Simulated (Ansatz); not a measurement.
# Si2NH (singlet): the correlation ladder at a displaced geometry (v1), cc-pVDZ

The task here is to estimate one member of a computed series from the others.

Computed with Ansatz 0.2.0, Gaussian basis. Level: cc-pVDZ, core rule «outside noble gas», up to 11 orbitals frozen.

Plan: UHF; CCSD(T) on RHF; CCSD(T) on UHF; BCCD(T) on RHF; CISD; CCSDT(Q) on RHF; CCSDT(Q) on UHF; CASSCF and MRCISD+Q, 8 electrons in 8 orbitals; CASSCF and NEVPT2, 8 electrons in 8 orbitals.

17 further runs of the same task are left out: 7 that didn't finish, 10 set aside as unsound or not needed.

## The geometry

The geometry is a PBE0/def2-TZVP stationary point (not a proven minimum) with its atoms shifted at random (size 0.040 Å).

4 atoms, charge 0, spin multiplicity 1.

Atoms are counted from 1 here; the program's logs count them from 0.

Bond lengths: N1–Si2 1.586 Å, Si2–Si3 2.380 Å, Si3–H4 1.465 Å. Angles: N1–Si2–Si3 172.1°, Si2–Si3–H4 86.5°.

The first run:

Contents of in.yaml:

```yaml
crystal:
  periodic: [false, false, false]
  atoms:
    - {symbol: N, position_ang: [-0.017478, -0.068544, 2.240625]}
    - {symbol: Si, position_ang: [-0.018311, 0.059109, 0.659952]}
    - {symbol: Si, position_ang: [0.029653, -0.074690, -1.715960]}
    - {symbol: H, position_ang: [-0.073124, 1.386676, -1.711670]}
basis:
  gaussian: {orbitals: cc-pVDZ}
magnetization: {spin_polarized: true, initial_magnetization: 0}
hamiltonian: {xc: hf}
output: {orbitals: {seedname: orbitals}}
```

Started as:

```
$ ansatz run in.yaml --threads 1 --pin off --events-out ev --progress --plain --max-ram 2393MiB
```

Among the steps run: UHF; CCSD(T) on RHF; CCSD(T) on UHF; BCCD(T) on RHF; CISD; CCSDT(Q) on RHF; CCSDT(Q) on UHF; CASSCF and MRCISD+Q, 8 electrons in 8 orbitals; CASSCF and NEVPT2, 8 electrons in 8 orbitals.

One table of the session follows, with a row left open; its other results are not shown here.

| method | from RCCSDT(Q) (kJ/mol) |
| --- | --- |
| RHF | +1095.4 |
| UHF | +994.6 |
| RMP2 | +125.5 |
| UMP2 | +284.4 |
| CISD | +227.3 |
| RCCSD | +83.2 |
| UCCSD | +86.6 |
| RCCSD(T) | ? |
| UCCSD(T) | +31.5 |
| BCCD(T) | +14.2 |
| RCCSDT | +13.6 |
| UCCSDT | +14.4 |
| RCCSDT(Q) | 0 |
| UCCSDT(Q) | -0.7 |

**Question.** Estimate the row for RCCSD(T).

**Answer.** from RCCSDT(Q) (kJ/mol): +15.1. In the column «from RCCSDT(Q) (kJ/mol)» it lies between UCCSDT (+14.4) and UCCSD(T) (+31.5).

Left out of the table: CASSCF frontier, NEVPT2 frontier, MRCISD frontier, MRCISD+Q frontier (the active space lost an orbital or holds another state than full CI finds).

Caveats from the session: The determinant is far from a pure spin state, so its energy mixes those of several spin states (harmless only where they are near-degenerate, as at dissociation). Warnings: restricted reference is unstable; spin contamination; coupled cluster took another determinant than the lowest; large T1 diagnostic. Restricted and unrestricted rows rest on different reference determinants; where their highest levels disagree by more than a few hundredths of an eV, they describe different states and don't form one ladder. Warnings in the runs' records: passed over end.
